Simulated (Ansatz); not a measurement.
# Scan of GeH₂, triplet

Starting geometry (PBE0/def2-TZVP stationary point for this spin, not checked as a minimum):

```xyz
3

Ge    0.0000   -0.0208    0.0000
H     0.0000    0.7490   -1.3344
H     0.0000    0.7490    1.3344
```

From there the angle named below is changed in its plane at fixed bond lengths, both arms turning rigidly about the middle atom; atoms are numbered as listed. Energies are in kcal/mol, counted from the starting geometry at the same level.

Basis cc-pVDZ; Ansatz 0.2.0. Only valence electrons are correlated (noble-gas cores and the filled d shells of p-block atoms frozen). R marks a restricted (for open shells ROHF) determinant, U an unrestricted one. Active spaces: valence = (6e, 6o) chosen from the atoms' valence shells. No spin–orbit coupling is included, and no scalar relativity.

For open shells CISD is restricted-active-space CI with the open shells as a complete middle space. Runs in a small pair space aren't shown, since their orbitals change along the scan.

Full CI is exact within this basis and frozen core; it isn't the basis-set limit. The frozen core follows each run's orbitals, which can shift R against U totals by a few meV for light atoms and by up to 0.1 eV past Ca.

```json
{"angle H2-Ge1-H3 (°)": "71.7", "full CI": "28.7", "unpaired electrons (full CI)": "2.04", "error CISD": "0.4", "error RCCSD": "0.3", "error RCCSDT(Q)": "0.0", "error UCCSDT(Q)": "0.0", "error MRCISD+Q (valence space)": "-0.1", "error MRCISD+Q(relaxed) (valence space)": "0.0"}
{"angle H2-Ge1-H3 (°)": "89.9", "full CI": "10.0", "unpaired electrons (full CI)": "2.03", "error CISD": "0.1", "error RCCSD": "0.1", "error RCCSDT(Q)": "0.0", "error UCCSDT(Q)": "0.0", "error MRCISD+Q (valence space)": "-0.1", "error MRCISD+Q(relaxed) (valence space)": "0.0"}
{"angle H2-Ge1-H3 (°)": "108.7", "full CI": "1.2", "unpaired electrons (full CI)": "2.03", "error CISD": "0.0", "error RCCSD": "0.0", "error RCCSDT(Q)": "0.0", "error UCCSDT(Q)": "0.0", "error MRCISD+Q (valence space)": "0.0", "error MRCISD+Q(relaxed) (valence space)": "0.0"}
{"angle H2-Ge1-H3 (°)": "120.0", "full CI": "0.0", "unpaired electrons (full CI)": "2.03", "error CISD": "0.0", "error RCCSD": "0.0", "error RCCSDT(Q)": "0.0", "error UCCSDT(Q)": "0.0", "error MRCISD+Q (valence space)": "0.0", "error MRCISD+Q(relaxed) (valence space)": "0.0"}
{"angle H2-Ge1-H3 (°)": "125.2", "full CI": "0.3", "unpaired electrons (full CI)": "2.03", "error CISD": "0.0", "error RCCSD": "0.0", "error RCCSDT(Q)": "0.0", "error UCCSDT(Q)": "0.0", "error MRCISD+Q (valence space)": "0.0", "error MRCISD+Q(relaxed) (valence space)": "0.0"}
{"angle H2-Ge1-H3 (°)": "140.9", "full CI": "4.4", "unpaired electrons (full CI)": "2.03", "error CISD": "0.2", "error RCCSD": "0.1", "error RCCSDT(Q)": "0.0", "error UCCSDT(Q)": "0.0", "error MRCISD+Q (valence space)": "0.0", "error MRCISD+Q(relaxed) (valence space)": "0.0"}
{"angle H2-Ge1-H3 (°)": "159.6", "full CI": "14.0", "unpaired electrons (full CI)": "2.04", "error CISD": "0.5", "error RCCSD": "0.2", "error RCCSDT(Q)": "0.0", "error UCCSDT(Q)": "0.0", "error MRCISD+Q (valence space)": "0.0", "error MRCISD+Q(relaxed) (valence space)": "0.0"}
{"angle H2-Ge1-H3 (°)": "180.0", "full CI": "22.7", "unpaired electrons (full CI)": "2.06", "error CISD": "1.1", "error RCCSD": "0.5", "error RCCSDT(Q)": "0.0", "error UCCSDT(Q)": "0.0", "error MRCISD+Q (valence space)": "0.0", "error MRCISD+Q(relaxed) (valence space)": "0.0"}
```

Unpaired electrons are Σ n²(2−n)² over natural occupations. Errors are those of relative energies. In total energy the starting point itself misses full CI by: CISD 2.7, RCCSD 1.5, RCCSDT(Q) 0.0, UCCSDT(Q) -0.3, MRCISD+Q (valence space) 0.0, MRCISD+Q(relaxed) (valence space) -0.4 kcal/mol.

Spread of the error over the points with a reference, to 180.0 ° (largest less smallest): RCCSDT(Q) 0.0, MRCISD+Q(relaxed) (valence space) 0.0, UCCSDT(Q) 0.1, MRCISD+Q (valence space) 0.1, RCCSD 0.5, CISD 1.1 kcal/mol.
